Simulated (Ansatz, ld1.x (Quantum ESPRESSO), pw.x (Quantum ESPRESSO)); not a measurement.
**pw.x on bcc W: one setting changed**

Potential: ultrasoft, ld1.x (Quantum ESPRESSO) 7.5, PBE; core [Xe] 4f14, reference 5d4 6s2 6p0; waves: 6s (bound): rcut 2.35, rcutus 3.05 bohr; 6s channel at 0.35 Ry: rcut 2.35, rcutus 3.05 bohr; 6p (bound, empty): rcut 2.30, rcutus 3.05 bohr; 6p channel at 0.3 Ry: rcut 2.30, rcutus 3.05 bohr; 5d (bound): rcut 1.35, rcutus 1.70 bohr; 5d channel at 1.05 Ry: rcut 1.35, rcutus 1.70 bohr; local part: all-electron potential smoothed inside 2.50 bohr (lloc = -1); core correction: Bessel-smoothed model core inside 1.45 bohr; augmentation: built from norm-conserving waves at rcut, not smoothed further.

The reference run (k-mesh 14³, cutoffs 55/600 Ry, Fermi–Dirac 0.01 Ry, mixing_beta 0.4, conv_thr 1e-9, no spin) gives 1.93 GPa at 16.130 Å³/atom, where all-electron LAPW gives 0.30 GPa. This run, with its own iteration cap, changes degauss to 0.02.

```
&control
  calculation='scf', prefix='x', pseudo_dir='./', outdir='./tmp', tstress=.true., disk_io='none'
/
&system
  ibrav=0, nat=1, ntyp=1, ecutwfc=55, ecutrho=600, nbnd=10,
  occupations='smearing', smearing='fd', degauss=0.02
/
&electrons
  conv_thr=1e-09, mixing_beta=0.4, electron_maxstep=70
/
ATOMIC_SPECIES
W 1.0 W.UPF
CELL_PARAMETERS angstrom
  -1.59168867 1.59168867 1.59168867
  1.59168867 -1.59168867 1.59168867
  1.59168867 1.59168867 -1.59168867
ATOMIC_POSITIONS crystal
W 0.0000 0.0000 0.0000
K_POINTS automatic
14 14 14 0 0 0
```

```bash
pw.x < W.scf.in > W.scf.out
```

Problem. How does the run end?

Solution. It converges in 7 iterations; the free energy moves by -47.4 meV/atom and the pressure by +0.26 GPa. In a metal, with Fermi–Dirac smearing, F lies below its zero-width value by a term in the square of the width.

```
Message from routine setup:
     using ibrav=0 with symmetry is DISCOURAGED, use correct ibrav instead
     lattice parameter (alat)  =       5.2098  a.u.
     unit-cell volume          =     108.8506 (a.u.)^3
     number of electrons       =         6.00
     number of Kohn-Sham states=           10
     kinetic-energy cutoff     =      55.0000  Ry
     charge density cutoff     =     600.0000  Ry
     scf convergence threshold =      1.0E-09
     Exchange-correlation= PBE
     number of k points=   104  Fermi-Dirac smearing, width (Ry)=  0.0200
     iteration #  1     ecut=    55.00 Ry     beta= 0.40
     total energy              =     -45.79388137 Ry
     estimated scf accuracy    <       0.03025006 Ry
     iteration #  2     ecut=    55.00 Ry     beta= 0.40
     total energy              =     -45.79246773 Ry
     estimated scf accuracy    <       0.00660449 Ry
     iteration #  3     ecut=    55.00 Ry     beta= 0.40
     total energy              =     -45.79319540 Ry
     estimated scf accuracy    <       0.00019822 Ry
     iteration #  4     ecut=    55.00 Ry     beta= 0.40
     c_bands:  1 eigenvalues not converged
     total energy              =     -45.79321592 Ry
     estimated scf accuracy    <       0.00002180 Ry
     iteration #  5     ecut=    55.00 Ry     beta= 0.40
     total energy              =     -45.79322014 Ry
     estimated scf accuracy    <       0.00000031 Ry
     iteration #  6     ecut=    55.00 Ry     beta= 0.40
     total energy              =     -45.79322026 Ry
     estimated scf accuracy    <          7.6E-09 Ry
     iteration #  7     ecut=    55.00 Ry     beta= 0.40
     the Fermi energy is    15.2931 ev
!    total energy              =     -45.79322027 Ry
     estimated scf accuracy    <          3.1E-10 Ry
     smearing contrib. (-TS)   =      -0.00946152 Ry
     The total energy is F=E-TS. E is the sum of the following terms:
     one-electron contribution =      11.81316362 Ry
     hartree contribution      =       0.16373275 Ry
     xc contribution           =     -35.98228225 Ry
     ewald contribution        =     -21.77837285 Ry
     convergence has been achieved in   7 iterations
          total   stress  (Ry/bohr**3)                   (kbar)     P=       21.84
     Message from routine punch:
     Nothing written, as per user request (disk_io='none')
```

The run took about 9.7 s on one core of a shared host (Neoverse-V2, 96 threads, 742 GiB, load 56).
